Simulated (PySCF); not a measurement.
Compound: C4H8O.
Structure used (GFN2-xTB), in Å, numbered top down from 1:
```
atom  x, y, z in Å
C1     1.354   -0.644   -0.019
C2     0.046   -0.042   -0.496
C3    -1.232   -0.551    0.188
O4    -1.535    0.757    0.678
C5    -0.348    1.313    0.110
H6     1.438   -1.676   -0.353
H7     1.410   -0.624    1.067
H8     2.195   -0.081   -0.419
H9    -0.008   -0.063   -1.585
H10   -1.068   -1.260    1.005
H11   -2.016   -0.929   -0.474
H12    0.331    1.689    0.881
H13   -0.573    2.112   -0.600
```

Computed with TDDFT PBE0/def2-SVPD, vertical, gas phase, core orbitals frozen in the response in PySCF.

Kohn–Sham orbitals with the atoms that hold most of them (Löwdin shares over 4%, at most four atoms; ? is withheld):

```json
{"orbital": "HOMO-3", "ε (eV)": "-10.15", "atoms": "C2 30%, C1 27%, H9 13%, H7 10%"}
{"orbital": "HOMO-2", "ε (eV)": "-9.05", "atoms": "C2 25%, C5 20%, C3 20%, C1 9%"}
{"orbital": "HOMO-1", "ε (eV)": "-8.59", "atoms": "?"}
{"orbital": "HOMO", "ε (eV)": "-7.19", "atoms": "?"}
{"orbital": "LUMO", "ε (eV)": "?", "atoms": "C1 20%, C2 11%, H9 9%, C3 9%"}
{"orbital": "LUMO+1", "ε (eV)": "1.23", "atoms": "O4 24%, C3 14%, C5 14%, H13 8%"}
{"orbital": "LUMO+2", "ε (eV)": "1.50", "atoms": "H9 21%, H7 13%, O4 13%, C1 9%"}
```

Which atoms hold the HOMO-1, and with what shares?

O4 (bonded to 2 C) 44%; C2 (bonded to 3 C and H) 17%; C3 (bonded to C, O and 2 H) 10%; C5 (bonded to C, O and 2 H) 10%. By element: oxygen 44%, carbon 38% or more.

Which atoms hold the HOMO, and with what shares?

O4 (bonded to 2 C) 57%; C3 (bonded to C, O and 2 H) 10%; C5 (bonded to C, O and 2 H) 10%; H12 (bonded to C) 5%. By element: oxygen 57%, carbon 20% or more, hydrogen 5% or more.

What is the LUMO energy, and the HOMO–LUMO gap?

ε(LUMO) = 0.75 eV; the gap is 7.93 eV (0.2915 hartree).

The HOMO–LUMO gap is 7.93 eV. Where does the response calculation put the lowest singlet, and from which orbitals?

S1 is at 6.82 eV (f = 0.018), 1.11 eV below the gap, made of HOMO→LUMO (80%), HOMO→LUMO+1 (19%). 

One configuration dominates each of S1, S2, S5, S7 and S8. Which, and how do the shares of the two leading atoms of either orbital change from the occupied to the empty one?

- S1 (6.82 eV, f 0.018), HOMO→LUMO (80%): O4 57% → at most 9%, C3 10% → 9%, C1 at most 6% → 20%, C2 at most 6% → 11%
- S2 (6.90 eV, f 0.0035), HOMO→LUMO+1 (75%): O4 57% → 24%, C3 10% → 14%
- S5 (8.18 eV, f 0.0020), HOMO-1→LUMO (91%): O4 44% → at most 9%, C2 17% → 11%, C1 at most 11% → 20%
- S7 (8.42 eV, f 0.019), HOMO-1→LUMO+1 (94%): O4 44% → 24%, C2 17% → at most 8%, C3 10% → 14%
- S8 (8.57 eV, f 0.030), HOMO-2→LUMO (94%): C2 25% → 11%, C5 20% → at most 9%, C1 9% → 20%

Löwdin shares depend on the basis, the more so with diffuse functions.

On one thread, Arm Neoverse N1 (aarch64), no GPU, shared host, this took 28 s and 0.64 GiB of memory at its peak.
